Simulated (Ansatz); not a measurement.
Input for Ansatz (development build ahead of 0.2.0):

```yaml
crystal:
  periodic: [false, false, false]
  atoms:
    - { symbol: S, position_ang: [0.0, 0.0, -1.02006] }
    - { symbol: S, position_ang: [0.0, 0.0, 1.02006] }
basis:
  gaussian: { orbitals: "6-31G" }
magnetization:
  spin_polarized: true
  initial_magnetization: 2
hamiltonian:
  xc: hf
correlation:
  method: bccd_t
  frozen_orbitals: { S: 5 }
```

The input is written out in the form of the current development build from the run's settings.

Output:

```
Converged                               : yes
Reference energy (starting determinant) : -794.94826 hartree
Correlation energy                      : -0.11870 hartree
Total energy                            : -795.06696 hartree
```
